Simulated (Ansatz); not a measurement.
# CH₆Si₂: small, medium and large basis sets

One table from this session's results is given with a row withheld; the runs are named, their logs left out.

Method: one geometry, several basis sets; program: Ansatz 0.2.0, Gaussian basis.

The runs, in order: PBE0-D4/def2-SVP; ωB97M-V/def2-SVP; PBE0-D4/def2-QZVPP; ωB97M-V/def2-QZVPP; the functionals' def2-TZVPP values are taken from earlier runs.

**Structure used throughout**

An earlier PBE0-D4 in a triple-zeta def2 set relaxation fixed the geometry.

SMILES `C1[SiH2][SiH2]1`, 9 atoms, charge 0, spin multiplicity 1.

Atoms are counted from 1 here; the program's logs count them from 0.

Bond lengths: C1–Si2 1.897 Å, C1–Si3 1.897 Å, C1–H4 1.088 Å, C1–H5 1.088 Å, Si2–Si3 2.247 Å, Si2–H6 1.482 Å, Si2–H7 1.482 Å, Si3–H8 1.482 Å, Si3–H9 1.482 Å. Angles: Si2–C1–Si3 72.6°, Si2–C1–H4 117.1°, Si2–C1–H5 117.0°, Si3–C1–H4 117.1°, Si3–C1–H5 117.1°, H4–C1–H5 111.3°, C1–Si2–Si3 53.7°, C1–Si2–H6 116.2°, C1–Si2–H7 116.2°, Si3–Si2–H6 121.8°, Si3–Si2–H7 121.8°, H6–Si2–H7 113.1°, C1–Si3–Si2 53.7°, C1–Si3–H8 116.2°, C1–Si3–H9 116.2°, Si2–Si3–H8 121.8°, Si2–Si3–H9 121.9°, H8–Si3–H9 113.1°.

The first run:

Contents of in.yaml:

```yaml
crystal:
  periodic: [false, false, false]
  atoms:
    - {symbol: C, position_ang: [-0.725484, 0.023837, -0.661840]}
    - {symbol: Si, position_ang: [0.891555, 0.865977, -0.136778]}
    - {symbol: Si, position_ang: [-0.068105, -0.907944, 0.854521]}
    - {symbol: H, position_ang: [-1.644068, 0.592461, -0.533364]}
    - {symbol: H, position_ang: [-0.720488, -0.508852, -1.610437]}
    - {symbol: H, position_ang: [0.767024, 2.234031, 0.418590]}
    - {symbol: H, position_ang: [2.037730, 0.718162, -1.064124]}
    - {symbol: H, position_ang: [0.410767, -2.289862, 0.616829]}
    - {symbol: H, position_ang: [-0.860531, -0.774310, 2.099404]}
basis:
  gaussian: {orbitals: def2-SVP}
hamiltonian: {xc: pbe0, dispersion: d4}
output: {orbitals: {seedname: orbitals}}
```

On the command line:

```sh
$ ansatz run in.yaml --threads 2 --pin off --events-out ev --progress --plain --max-ram 4352MiB
```

Among the steps run: PBE0-D4 in def2-SVP; ωB97M-V in def2-SVP; PBE0-D4 in def2-QZVPP; ωB97M-V in def2-QZVPP.

One of the session's tables, all rows but one given; the rest of the session is left out.

It belongs to the step «Density functionals: the series». 

```
functional       basis  HOMO (eV)  LUMO (eV)
   PBE0-D4    def2-SVP      -6.75       0.13
   PBE0-D4  def2-TZVPP      -6.73      -0.15
   PBE0-D4  def2-QZVPP      -6.73      -0.26
   ωB97M-V    def2-SVP      -8.72       2.00
   ωB97M-V  def2-TZVPP      -8.73       1.51
   ωB97M-V  def2-QZVPP          ?          ?
```

Q: Estimate the row for ωB97M-V, def2-QZVPP from the others.

**Answer.** HOMO (eV): -8.73; LUMO (eV): 1.15.
